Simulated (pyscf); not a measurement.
**Routes from H₃C–CH₂–O–SiH₃ (SMILES CCO[SiH3]) + HO–SiH₃ (SMILES O[SiH3])**

Candidate steps break at most two bonds and form at most two. Each was searched with GFN2-xTB (tblite) first. Single points on ωB97X-D3(BJ)/def2-SVP structures (PySCF, gas phase). Energies: ωB97M-D3(BJ)/def2-TZVP, kcal/mol, from the separated reactants, singlet surface; ΔG‡ with ideal gas, 1 atm, RRHO with modes under 100 cm⁻¹ raised to 100, one conformer, R ln 2 for chiral ones without a mode under 150 cm⁻¹.

```json
[
 {"products": "H₃C–CH₂–O–SiH₂–O–SiH₃ + H₂", "type": "four-centre exchange", "ΔE‡": "31.5", "ΔE": "-26.1", "ΔG‡ 298 K": "42.7", "ΔG‡ 900 K": "68.2", "ν‡ (cm⁻¹)": "1307i"},
 {"products": "H₃C–CH₃ + HO–SiH₂–O–SiH₃", "type": "four-centre exchange", "ΔE‡": "60.1", "ΔE": "-50.6", "ΔG‡ 298 K": "72.3", "ΔG‡ 900 K": "97.2", "ν‡ (cm⁻¹)": "1027i"}
]
```

Row 2: On the reactant side the descent ends in a complex (not fully relaxed), 4.6 kcal/mol under the separated species and 65.8 kcal/mol under the saddle at ωB97X-D3(BJ)/def2-TZVP. 

Plain bond fissions and candidates not yet searched are not listed, and one of them may be faster. Each barrier is that of the saddle found; lower ones may exist.
